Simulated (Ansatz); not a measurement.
**Bismuth, A7 rhombohedral: convergence with the k-point mesh**

Computed with Ansatz, PBE, scalar-relativistic PAW, on the relaxed cell (a = 4.585 Å, c = 12.140 Å (c/a = 2.648); spin not included). Errors count from a run at 420 eV on a Γ-centred 14×14×14 mesh with Fermi-Dirac smearing of 0.1 eV, extrapolated to zero width. Fixed here: cutoff 420 eV, Fermi-Dirac width 0.1 eV. The SCF starts from atomic densities corrected by a trained network.

```json
{"k-mesh": "2×2×2", "E(σ→0) error (meV/atom)": "782.4", "P (GPa)": "5.29", "SCF iterations": "8"}
{"k-mesh": "2×2×2", "E(σ→0) error (meV/atom)": "782.4", "P (GPa)": "5.29", "SCF iterations": "8"}
{"k-mesh": "3×3×3", "E(σ→0) error (meV/atom)": "-71.2", "P (GPa)": "-0.33", "SCF iterations": "6"}
{"k-mesh": "4×4×4", "E(σ→0) error (meV/atom)": "-27.8", "P (GPa)": "-0.20", "SCF iterations": "7"}
{"k-mesh": "5×5×5", "E(σ→0) error (meV/atom)": "-19.7", "P (GPa)": "-0.19", "SCF iterations": "7"}
{"k-mesh": "7×7×7", "E(σ→0) error (meV/atom)": "-10.8", "P (GPa)": "-0.07", "SCF iterations": "7"}
{"k-mesh": "12×12×12", "E(σ→0) error (meV/atom)": "-1.0", "P (GPa)": "0.03", "SCF iterations": "7"}
```

Q: What does the run at 9×9×9 give (k-mesh)?

A: E(σ→0) error (meV/atom): -4.8; P (GPa): 0.00; SCF iterations: 6.

Within 5 meV/atom of the last row: from 9×9×9 on.
